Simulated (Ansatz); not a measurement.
**Two structures, one formula**

Two relaxed structures of CH3S2, doublet (PBE0-D4/def2-TZVP; forces vanish, vibrations not checked).

A:

S1  (0.914, 0.898, -1.342)
C2  (0.087, -0.346, -0.471)
S3  (0.068, -0.324, 1.248)
H4  (-0.712, -0.904, -0.942)
H5  (1.038, 0.235, -2.506)
H6  (1.350, 0.048, 1.431)
(Å)

B:

S1  (0.813, 0.456, -1.484)
C2  (-0.433, -0.024, -0.311)
S3  (0.582, -0.780, 0.985)
H4  (-1.088, -0.815, -0.677)
H5  (-1.023, 0.799, 0.086)
H6  (1.149, 0.365, 1.401)
(Å)

Computed with Ansatz 0.2.0 (basis: def2-TZVPP); correlated methods freeze the cores; orbitals are unrestricted. B3LYP uses VWN-RPA correlation.

(1) Which structure is lower at CCSD(T), and by how much? (Judge from chemistry; the value comes from the calculation.)

The T1 diagnostic stays at or below 0.020. ⟨S²⟩ of the unrestricted Hartree–Fock references: 0.77 (a pure state has 0.75).

## Answers

(1) By the calculation: B, by 0.307 eV (electronic energy, against the other). By their contacts, A is CH₃S₂ ([SH][CH][SH]) and B is CH₃S₂ ([S][CH2][SH]).

All methods give the same order:

| method | E(B) − E(A) (eV) |
| --- | --- |
| PBE-D4 | -0.244 |
| r2SCAN-D4 | -0.193 |
| PBE0-D4 | -0.243 |
| B3LYP-D4 | -0.265 |
| wB97M-V | -0.256 |
| HF | -0.333 |
| MP2 | -0.329 |
| CCSD | -0.312 |
| CCSD(T) | -0.307 |

Labels in which every atom is bracketed show which atoms are joined, not bond orders.

For scale, one of the runs: CCSD(T)/def2-TZVPP, 157 basis functions, launched by `ansatz run in.yaml --threads 2 --pin off --events-out ev --progress --plain --max-ram 4352MiB`. The run took 86 s on 2 CPU threads of an Arm Neoverse V2 (shared host), with 2.4 GiB of host memory at its peak.
